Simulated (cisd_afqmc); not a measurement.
Input (AFQMC/CISD/cc-pVDZ; cisd_afqmc is a phaseless AFQMC code with CISD trial states that reads the integrals written by Ansatz):

Ansatz 0.2 input:
```python
import cisd_afqmc

open("ham.yaml", "w").write("""\
crystal:
  periodic: [false, false, false]
  atoms:
    - {symbol: N, position_ang: [-0.00000000, -0.00000000, -0.55206952]}
    - {symbol: N, position_ang: [0.00000000, 0.00000000, 0.55206952]}
basis:
  gaussian:
    orbitals: cc-pVDZ
total_charge: 1
magnetization: {spin_polarized: true, initial_magnetization: 1}
correlation: {method: ccsd, electrons: outside_noble_gas, hamiltonian_folder: ham}
""")
rep = cisd_afqmc.ansatz("ham.yaml")
e_ccsd = rep["correlation"]["coupled_cluster"]["energy"]["hartree"]
out = cisd_afqmc.run("ham", e_ccsd, trial="CISD", walkers=200, populations=8, threads=8, dt=0.005, steps=40, early=24, settle=10, least=32,
    cut=5e-5, rank_cut=2e-4, target=0.0004, seconds=1500, seed=1, memory=17280, gpu=False)
```

Output:

```
WARN ansatz::render: the results are in doubt because among natural orbitals full CI differs from the method by -0.188 eV
orbitals 26, occupied [5, 4], factors 138 of 274, rank of the doubles 146 of 193
E(HF) = -108.380162
E(CCSD) on the cut factors = -108.704508, shift to the whole factors -0.000012
Energy of the trial state on the determinant = -108.704580
  tau behind 7.2 of longer steps, mean of the populations' last blocks
   2.0  -108.72141
   4.0  -108.72477
   6.0  -108.72249
   8.0  -108.71989
  10.0  -108.72007
  12.0  -108.71954
  14.0  -108.72098
  16.0  -108.72003
  18.0  -108.71970
  20.0  -108.72400
  22.0  -108.72382
  24.0  -108.72096
blocks 1132 (5 outliers left out), error by blocks joined: 1: 0.00025, 2: 0.00029, 4: 0.00033, 8: 0.00036, 16: 0.00040
E(AFQMC/CISD) = -108.72130 +/- 0.00040
```

The run carries these doubts: large difference.
